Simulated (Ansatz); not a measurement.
## CHNS (isothiocyanic acid): from total energies to a heat of formation

The species is CHNS (4 atoms), meant as a singlet with charge 0. As SMILES, `N=C=S`. The shape is that of a PBE0-D4/def2-TZVP optimisation.

Total energies at HF/def2-TZVP (Ansatz 0.2.0); the atoms run unrestricted:

```tsv
species	state	energy (Eh)
CHNS	singlet	-490.461069
N	quartet	-54.402747
C	triplet	-37.692479
S	triplet	-397.501955
H	doublet	-0.499810
```

Harmonic wavenumbers at PBE0-D4/def2-TZVP, in cm⁻¹: 464, 502, 634, 901, 2082, 3713.

Measured heats of formation of the gaseous atoms at 298.15 K, in kJ/mol: N 472.4, C 716.9, S 277.0, H 218.0. Spin-orbit lowering of the atoms at 298 K (mean of the ground term's levels less their thermal mean, from spectra), in kJ/mol: C 0.02, S 1.88. Take 1 Eh = 2625.50 kJ/mol, 1 cm⁻¹ = 0.0119627 kJ/mol, RT = 2.479 kJ/mol.

Question: Work out the heat of formation of the gas at 298 K.

Answer: 
1. Electronic atomisation energy: (-54.402747) + (-37.692479) + (-397.501955) + (-0.499810) − (-490.461069) = 0.364078 Eh = 955.9 kJ/mol.
2. Zero-point energy: half the sum of the wavenumbers, 4148 cm⁻¹ = 49.6 kJ/mol.
3. Thermal vibrational enthalpy, Σ hcν̃/(exp(hcν̃/kT) − 1): 1.8 kJ/mol. Translation, rotation and pV of a non-linear molecule: 4 RT = 9.9 kJ/mol.
4. The 4 free atoms carry 5/2 RT each: 24.8 kJ/mol.
5. Spin-orbit coupling lowers the free atoms by 0.02 + 1.88 = 1.9 kJ/mol.
6. Atomisation enthalpy at 298 K: 955.9 − 1.9 − 49.6 − 1.8 − 9.9 + 24.8 = 917.5 kJ/mol.
7. Sum of the atoms' heats of formation: 1684.3 kJ/mol. Heat of formation: 1684.3 − 917.5 = +766.8 kJ/mol.

The tabulated value is +127.6 kJ/mol (CRC Handbook of Chemistry and Physics), so this level is off by +639.2 kJ/mol, or 41.1 % of the atomisation enthalpy that the table implies (1556.7 kJ/mol). Hartree–Fock leaves out correlation, which is larger in the molecule than in the atoms, so it underbinds and puts the heat of formation too high. Anharmonicity and any spin-orbit splitting of the molecule are left out.
